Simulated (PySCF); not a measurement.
**C5H6S: calculation and literature**

Molfile (atoms numbered from 1):
```
C5H6S
     RDKit          3D

 12 12  0  0  0  0  0  0  0  0999 V2000
   -1.9900    0.1919    0.0128 C   0  0  0  0  0  0  0  0  0  0  0  0
   -0.5032    0.1608    0.0235 C   0  0  0  0  0  0  0  0  0  0  0  0
    0.3258   -0.8970   -0.1740 C   0  0  0  0  0  0  0  0  0  0  0  0
    1.6975   -0.5581   -0.0920 C   0  0  0  0  0  0  0  0  0  0  0  0
    1.8930    0.7565    0.1677 C   0  0  0  0  0  0  0  0  0  0  0  0
    0.4061    1.6111    0.3183 S   0  0  0  0  0  0  0  0  0  0  0  0
   -2.3757    0.5351    0.9726 H   0  0  0  0  0  0  0  0  0  0  0  0
   -2.3557    0.8739   -0.7545 H   0  0  0  0  0  0  0  0  0  0  0  0
   -2.3809   -0.8031   -0.1871 H   0  0  0  0  0  0  0  0  0  0  0  0
   -0.0272   -1.8933   -0.3741 H   0  0  0  0  0  0  0  0  0  0  0  0
    2.4956   -1.2673   -0.2210 H   0  0  0  0  0  0  0  0  0  0  0  0
    2.8159    1.2889    0.2819 H   0  0  0  0  0  0  0  0  0  0  0  0
  1  2  1  0
  2  3  2  0
  3  4  1  0
  4  5  2  0
  5  6  1  0
  6  2  1  0
  1  7  1  0
  1  8  1  0
  1  9  1  0
  3 10  1  0
  4 11  1  0
  5 12  1  0
M  END
```

- shielding tensors at PBE0/pcSseg-1 (GIAO)
- GFN2-xTB structure
- program: PySCF
- isolated molecule, equivalent nuclei averaged, no relativistic terms, one conformer

Reference values: estimated from measurements, as parent shift plus tabulated substituent increment (solution, not stated per compound (mostly CDCl3 or CCl4); Pretsch, Buehlmann, Badertscher, Structure Determination of Organic Compounds, 4th ed. (2009)).
```tsv
atoms	quantity	reference	computed	computed, scaled
H12	δ ¹H	7.07	7.02	6.71
H11	δ ¹H	6.89	6.95	6.65
H10	δ ¹H	6.75	6.88	6.58
```

Reference values: measured (liquid, neat; H. L. Retcofsky, R. A. Friedel, J. Am. Chem. Soc. 94 (1972) 6579).
```
atoms      quantity  reference  computed
   S6  δ ³³S vs CS2      178.0     231.2
```

Computed shifts are σ(ref) − σ with the named reference compound (TMS for H and C) calculated as an isolated molecule at the same level. The measured values may be among those fitted. Shieldings were converted by linear fits to measured shifts (mostly CDCl3, TMS scale, for H and C): ¹H: δ = 30.01 − 0.943σ (rms 0.17 ppm, 504 shifts, 0.18 ppm with the 4 outliers that the fit left out); ³³S: δ = 158.28 − 0.937σ (rms 33.3 ppm, 20 shifts vs sulfate, solution or neat liquid). A few per cent of atoms miss by over 2 rms, more outside the fitted compound classes.

Problem. How far are the unscaled ¹H shifts from the references?

Solution. Mean signed difference +0.05 ppm, mean absolute 0.08 ppm over 3 comparisons; the largest is +0.13 ppm at H10 (hydrogen on an aromatic CH).
